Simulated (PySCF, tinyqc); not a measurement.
Inside a calculation. Method: MP2 on RHF in the sto-3g basis, frozen core, for HF, spin multiplicity 1. The lowest restricted solution is unstable here: a spin-polarised one lies 0.0022 hartree lower (PySCF). One step of it, computed by the program tinyqc.

Problem. Second-order Moller-Plesset energy. E2 = sum_ijab (ia|jb) [2 (ia|jb) - (ib|ja)] / (e_i + e_j - e_a - e_b) over occupied i, j and virtual a, b; the opposite-spin part is (ia|jb)^2 / denominator, the rest is same-spin, and SCS-MP2 scales them by 6/5 and 1/3.

orbital energies (hartree): MO1 -25.926764, MO2 -1.413693, MO3 -0.482497, MO4 -0.463413, MO5 -0.463413, MO6 0.357598

Two-electron integrals over orbitals (pq|rs), unique and non-zero (hartree); the lowest 1 orbital is frozen and left out:
```
p,q,r,s,(pq|rs)
2,2,2,2,0.872720
3,2,2,2,-0.045257
3,2,3,2,0.134908
3,3,2,2,0.691699
3,3,3,2,-0.014512
3,3,3,3,0.676287
4,2,4,2,0.189368
4,3,4,2,-0.027861
4,3,4,3,0.035361
4,4,2,2,0.895070
4,4,3,2,-0.065693
4,4,3,3,0.678229
4,4,4,4,0.997514
5,2,5,2,0.189368
5,3,5,2,-0.027861
5,3,5,3,0.035361
5,4,5,4,0.053770
5,5,2,2,0.895070
5,5,3,2,-0.065693
5,5,3,3,0.678229
5,5,4,4,0.889973
5,5,5,5,0.997514
6,2,2,2,-0.085113
6,2,3,2,-0.076673
6,2,3,3,-0.022119
6,2,4,4,-0.084237
6,2,5,5,-0.084237
6,2,6,2,0.091485
6,3,2,2,-0.237055
6,3,3,2,0.080019
6,3,3,3,-0.093419
6,3,4,4,-0.246168
6,3,5,5,-0.246168
6,3,6,2,0.036499
6,3,6,3,0.231801
6,4,4,2,-0.028307
6,4,4,3,-0.022251
6,4,6,4,0.029059
6,5,5,2,-0.028307
6,5,5,3,-0.022251
6,5,6,5,0.029059
6,6,2,2,0.639093
6,6,3,2,0.045750
6,6,3,3,0.647869
6,6,4,4,0.623436
6,6,5,5,0.623436
6,6,6,2,-0.053469
6,6,6,3,-0.026059
6,6,6,6,0.674363
```

Hartree-Fock energy = -98.50731919 hartree

Give: Terms; Pair energies; MP2 correlation energy; SCS-MP2 correlation energy; MP2 total energy.

Solution.

Terms:
```
i,j,a,b,(ia|jb),(ib|ja),denominator,term
3,3,6,6,0.2318,0.2318,-1.6802,-0.0320
2,2,6,6,0.0915,0.0915,-3.5426,-0.0024
5,5,6,6,0.0291,0.0291,-1.6420,-0.0005
4,4,6,6,0.0291,0.0291,-1.6420,-0.0005
3,2,6,6,0.0365,0.0365,-2.6114,-0.0005
2,3,6,6,0.0365,0.0365,-2.6114,-0.0005
```

Pair energies (hartree; pair i-j sums ij and ji):
```
pair,opposite spin,same spin
2-2,-0.0024,0.0000
3-2,-0.0010,0.0000
3-3,-0.0320,0.0000
4-4,-0.0005,0.0000
5-5,-0.0005,0.0000
```

MP2 correlation energy = -0.036391 hartree

SCS-MP2 correlation energy = -0.043669 hartree

MP2 total energy = -98.543710 hartree
